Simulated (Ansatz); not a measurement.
# BH6NS: the cost of one run

Method: RKS PBE0/def2-SVP, in Ansatz 0.2.0.

## (1) The starting structure

Bond lengths: B1–N3 1.550 Å, N3–H4 1.060 Å, N3–H5 1.060 Å, B1–H6 1.190 Å, B1–S7 2.190 Å, S7–H8 1.400 Å, S7–H9 1.549 Å. Angles: B1–N3–H4 120.0°, B1–N3–H5 120.0°, H4–N3–H5 120.0°, N3–B1–H6 120.0°, N3–B1–S7 96.8°, H6–B1–S7 101.3°, B1–S7–H8 109.5°, B1–S7–H9 57.4°, H8–S7–H9 57.2°.

As a file:

```xyz
9

B     0.0000    0.0000    0.0000
H     0.0000    0.0000    1.5400
N     1.3423    0.0000   -0.7750
H     1.8089   -0.9179   -1.0268
H     1.7937    0.9179   -1.0532
H    -1.0305    0.0000   -0.5950
S     0.0982    2.0760    0.6906
H     0.6507    2.1151    1.9763
H     0.0413    0.8741    1.6662
```

## (2) Pulling towards end A

Springs on the bonds that form and break draw the guess towards this end; the thresholds are loose.

Contents of input.yaml:

```yaml
crystal:
  periodic: [false, false, false]
  atoms:
    - { symbol: B, position_ang: [0.0, 0.0, 0.0] }
    - { symbol: H, position_ang: [0.0, 0.0, 1.54] }
    - { symbol: "N", position_ang: [1.3423, 0.0, -0.775] }
    - { symbol: H, position_ang: [1.8089, -0.9179, -1.0268] }
    - { symbol: H, position_ang: [1.7937, 0.9179, -1.0532] }
    - { symbol: H, position_ang: [-1.0305, 0.0, -0.595] }
    - { symbol: S, position_ang: [0.0982, 2.076, 0.6906] }
    - { symbol: H, position_ang: [0.6507, 2.1151, 1.9763] }
    - { symbol: H, position_ang: [0.0413, 0.8741, 1.6662] }
basis:
  gaussian: { orbitals: def2-SVP }
hamiltonian:
  xc: pbe0
relax:
  f_tol: 0.15
  max_steps: 25
  restrain:
    - { distance: [0, 6], at: 3.09, k: 30.0 }
    - { distance: [8, 1], at: 1.86, k: 30.0 }
    - { distance: [0, 1], at: 1.19, k: 30.0 }
    - { distance: [8, 6], at: 1.4, k: 30.0 }
```

The run is started by

```bash
$ ansatz run input.yaml --threads 1 --pin off --max-ram 2048MiB --backend cpu --events-out ev --progress --plain --runs-dir out
```

**Question.** How long does this run take on 1 thread of Arm Neoverse V1, shared host, and how much memory does it need?

About 28 s, with a peak of 0.13 GiB.
